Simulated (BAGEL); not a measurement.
# O2F (SMILES [O]OF): ROHF/def2-TZVPPD (density fitting with cc-pvqz-jkfit)

Aim: the energy change on altering one bond length of O2F at ROHF/def2-TZVPPD (density fitting with cc-pvqz-jkfit), from 2 runs. 

Program for the calculation: BAGEL 1.2.2.

5 further runs of the same task are left out: 5 set aside as unsound or not needed.

## (1) The molecule

O2F: 3 atoms, total charge 0, spin state doublet. As SMILES, `[O]OF`. The shape is that of a PBE0-D4/def2-TZVP optimisation.

Bond lengths: O1–O2 1.181 Å. A long bond or contact: O2–F3 1.573 Å.

## (2) A single-point energy at ROHF/def2-TZVPPD (density fitting with cc-pvqz-jkfit)

File input.json:

```json
{ "bagel" : [

{
  "title" : "molecule",
  "basis" : "def2-tzvppd.json",
  "df_basis" : "cc-pvqz-jkfit",
  "angstrom" : true,
  "geometry" : [
    { "atom" : "O", "xyz" : [       0.933400,      -0.295440,       0.482240 ] },
    { "atom" : "O", "xyz" : [       0.133270,       0.497870,       0.127930 ] },
    { "atom" : "F", "xyz" : [      -1.066650,      -0.202430,      -0.610160 ] }
  ]
},

{
  "title" : "rohf",
  "nopen" : 1
},

{
  "title" : "print",
  "file" : "orbitals.molden",
  "orbitals" : true
}

]}
```

The basis set def2-TZVPPD is read from a file made from the Basis Set Exchange's data (not shown).

On the command line:

```sh
$ BAGEL_NUM_THREADS=1 BAGEL input.json > input.out
```

The log of the run:

```text
* using 1 threads per process

  ===============================================================
  ===============================================================

  *** Geometry ***

  { "atom" : "O", "xyz" : [      1.763870,     -0.558301,      0.911302 ] },
  { "atom" : "O", "xyz" : [      0.251844,      0.940838,      0.241753 ] },
  { "atom" : "F", "xyz" : [     -2.015676,     -0.382537,     -1.153035 ] },

  Number of auxiliary basis functions:      318

  Since a DF basis is specified, we compute 2- and 3-index integrals:
    o Being stored without compression. Storage requirement is 0.037 GB

  Number of basis functions:      120
  Number of electrons      :       25

    * METHOD: MOLECULE                             0.14

  *** Open-shell HF ***

  === Nuclear Repulsion ===
    69.5966921954

      * DIIS with orbital gradients will be used.

  === ROHF iteration (def2-tzvppd.json) ===
      0       -248.84247410          0.03094186           0.08
      1       -248.90535693          0.02795305           0.09
      2       -248.92400017          0.02361923           0.09
      3       -248.98656628          0.00292669           0.09
      4       -248.99014567          0.00195680           0.09
      5       -248.99357597          0.00133532           0.09
      6       -248.99553481          0.00072575           0.08
      7       -248.99636633          0.00059165           0.09
      8       -248.99672915          0.00019606           0.09
      9       -248.99682415          0.00007655           0.09
     10       -248.99694850          0.00004057           0.09
     11       -248.99693171          0.00000952           0.08
     12       -248.99694369          0.00000468           0.09
     13       -248.99694401          0.00000149           0.09
     14       -248.99694563          0.00000063           0.09
     15       -248.99694584          0.00000025           0.09
     16       -248.99694578          0.00000014           0.09
     17       -248.99694577          0.00000008           0.09
     18       -248.99694579          0.00000003           0.09
     19       -248.99694579          0.00000001           0.08
     20       -248.99694579          0.00000000           0.08
    * SCF iteration converged.

    * S^2 (ROHF) is 0.7500

    * Permanent dipole moment:
           (   -0.593882,    -0.189905,    -0.348165) a.u.

    * METHOD: ROHF                                 1.90

    * METHOD: PRINT                                0.03

  ===============================================================
```

Wall time 2.2 s (1 thread of Arm Neoverse V1, shared host).

## (3) The distorted shape

File input.json:

```json
{ "bagel": [

{
  "title": "molecule",
  "basis": "def2-tzvppd.json",
  "df_basis": "cc-pvqz-jkfit",
  "angstrom": true,
  "geometry": [
    { "atom": "O", "xyz": [    1.053414,   -0.414432,    0.535384 ] },
    { "atom": "O", "xyz": [    0.133270,    0.497870,    0.127930 ] },
    { "atom": "F", "xyz": [   -1.066650,   -0.202430,   -0.610160 ] }
  ]
},
{ "title": "rohf", "nopen": 1 },
{ "title": "print", "file": "orbitals.molden", "orbitals": true }

]}
```

The basis set def2-TZVPPD is read from a file made from the Basis Set Exchange's data (not shown).

On the command line:

```sh
$ BAGEL_NUM_THREADS=1 BAGEL input.json > input.out
```

The log of the run:

```text
* using 1 threads per process

  ===============================================================
  ===============================================================

  *** Geometry ***

  { "atom" : "O", "xyz" : [      1.990664,     -0.783163,      1.011729 ] },
  { "atom" : "O", "xyz" : [      0.251844,      0.940838,      0.241753 ] },
  { "atom" : "F", "xyz" : [     -2.015676,     -0.382537,     -1.153035 ] },

  Number of auxiliary basis functions:      318

  Since a DF basis is specified, we compute 2- and 3-index integrals:
    o Being stored without compression. Storage requirement is 0.037 GB

  Number of basis functions:      120
  Number of electrons      :       25

    * METHOD: MOLECULE                             0.13

  *** Open-shell HF ***

  === Nuclear Repulsion ===
    64.9022183344

      * DIIS with orbital gradients will be used.

  === ROHF iteration (def2-tzvppd.json) ===
      0       -248.78787575          0.03122468           0.08
      1       -248.84131027          0.03162368           0.09
      2       -248.83480557          0.03299611           0.08
      3       -248.95075345          0.00512534           0.08
      4       -248.95899254          0.00345114           0.09
      5       -248.96778615          0.00254622           0.08
      6       -248.97359219          0.00143536           0.09
      7       -248.97603116          0.00063027           0.08
      8       -248.97667012          0.00031452           0.08
      9       -248.97671309          0.00026281           0.08
     10       -248.97689616          0.00008754           0.08
     11       -248.97682998          0.00001914           0.08
     12       -248.97684559          0.00000649           0.08
     13       -248.97684739          0.00000350           0.08
     14       -248.97684715          0.00000173           0.08
     15       -248.97684728          0.00000076           0.08
     16       -248.97684725          0.00000027           0.08
     17       -248.97684723          0.00000015           0.08
     18       -248.97684724          0.00000009           0.08
     19       -248.97684724          0.00000004           0.08
     20       -248.97684724          0.00000001           0.08
     21       -248.97684725          0.00000001           0.08
    * SCF iteration converged.

    * S^2 (ROHF) is 0.7500

    * Permanent dipole moment:
           (   -0.447063,    -0.061773,    -0.253211) a.u.

    * METHOD: ROHF                                 1.89

    * METHOD: PRINT                                0.03

  ===============================================================
```

It took 2.2 s on 1 thread of Arm Neoverse V1, shared host.

## (4) Outcome

At ROHF/def2-TZVPPD (density fitting with cc-pvqz-jkfit):

```
                                                         quantity          value
                                        first shape: total energy  -248.99695 Eh
                                       first shape: dipole moment         1.82 D
                                                first shape: ⟨S²⟩          0.750
                                    distorted shape: total energy  -248.97685 Eh
                                   distorted shape: dipole moment         1.32 D
                                            distorted shape: ⟨S²⟩          0.750
energy change with the O1–O2 bond stretched from 1.181 to 1.358 Å       0.547 eV
```

With the O1–O2 bond stretched from 1.181 to 1.358 Å the energy rises by 0.55 eV (12.6 kcal/mol). The first shape isn't relaxed at this level, so the change isn't measured from a minimum.
